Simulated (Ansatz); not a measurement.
# MgSiH+ (singlet): wave-function methods side by side, 6-31G

How much of the correlation energy of MgSiH+ (singlet) does each wave-function method recover here?

Computed with Ansatz 0.2.0, Gaussian basis. Level: 6-31G, core rule «outside noble gas», up to 10 orbitals frozen.

To be run: UHF; CCSD(T) on RHF; CCSD(T) on UHF; BCCD(T) on RHF; CISD; CCSDT(Q) on RHF; CCSDT(Q) on UHF; CISDTQ; CCSDTQ on RHF; CCSDTQ on UHF; CASSCF and MRCISD+Q, 6 electrons in 9 orbitals; CASSCF and NEVPT2, 6 electrons in 9 orbitals; Full CI.

11 further runs of the same task are left out: 3 that didn't finish, 8 set aside as unsound or not needed. Runs told in other sessions of the task aren't counted.

### 1 What is computed

The geometry is a PBE0/def2-TZVP stationary point (not a proven minimum) of the parent state, kept for this charge and spin.

3 atoms, charge 1, spin multiplicity 1.

Atoms are counted from 1 here; the program's logs count them from 0.

Bond lengths: Si1–Mg2 2.611 Å, Mg2–H3 1.710 Å. Angles: Si1–Mg2–H3 180.0°.

### 2 UHF

in.yaml reads:

```yaml
crystal:
  periodic: [false, false, false]
  atoms:
    - {symbol: Si, position_ang: [0.000000, 0.000000, 2.310310]}
    - {symbol: Mg, position_ang: [0.000000, 0.000000, -0.300285]}
    - {symbol: H, position_ang: [0.000000, 0.000000, -2.010025]}
basis:
  gaussian: {orbitals: 6-31G}
total_charge: 1
magnetization: {spin_polarized: true, initial_magnetization: 0}
hamiltonian: {xc: hf}
output: {orbitals: {seedname: orbitals}}
```

On the command line:

```console
$ ansatz run in.yaml --threads 1 --pin off --events-out ev --progress --plain --max-ram 2393MiB
```

After this run come: CCSD(T) on RHF; CCSD(T) on UHF; BCCD(T) on RHF; CISD; CCSDT(Q) on RHF; CCSDT(Q) on UHF; CISDTQ; CCSDTQ on RHF; CCSDTQ on UHF; CASSCF and MRCISD+Q, 6 electrons in 9 orbitals; CASSCF and NEVPT2, 6 electrons in 9 orbitals; Full CI.

Q: Predict the results of all the runs planned. Wanted: FCI from the RHF energy; RMP2 from FCI; UMP2 from FCI; RCCSD from FCI; RCCSD(T) from FCI; UCCSD(T) from FCI; RCCSDT(Q) from FCI; UCCSDT(Q) from FCI; NEVPT2 valence from FCI.

**Answer**, as computed:

| quantity | value |
| --- | --- |
| FCI from the RHF energy | -1.8352 eV |
| RMP2 from FCI | +680.3 meV |
| UMP2 from FCI | +586.0 meV |
| RCCSD from FCI | +32.7 meV |
| RCCSD(T) from FCI | +14.7 meV |
| UCCSD(T) from FCI | -31.4 meV |
| RCCSDT(Q) from FCI | +2.2 meV |
| UCCSDT(Q) from FCI | +4.1 meV |
| NEVPT2 valence from FCI | +83.6 meV |
| MRCISD+Q valence from FCI | +4.7 meV |
| levels within 1 kcal/mol (43 meV) | RCCSD, UCCSD, RCCSD(T), UCCSD(T), BCCD(T), RCCSDT, UCCSDT, CISDTQ, RCCSDT(Q), UCCSDT(Q), RCCSDTQ, UCCSDTQ, MRCISD valence, MRCISD+Q valence |
| T1 diagnostic | 0.017 |
| effectively unpaired electrons | 0.09 |

What this shows: RCCSD(T) lands +14.7 meV from the yardstick (0.8 % of the correlation energy). CCSD(T) misses by +14.7 meV on the restricted determinant and by -31.4 meV on the unrestricted one; the two need not hold the same state or core. UCCSD, UCCSD(T) fall below full CI: unrestricted runs freeze a spin-polarised core, another one than full CI's, and coupled cluster isn't variational. One determinant dominates. Of the multireference levels listed MRCISD+Q valence comes nearest in total energy (+4.7 meV), which doesn't show that its space is the better one. These misses are within one basis, not against nature.
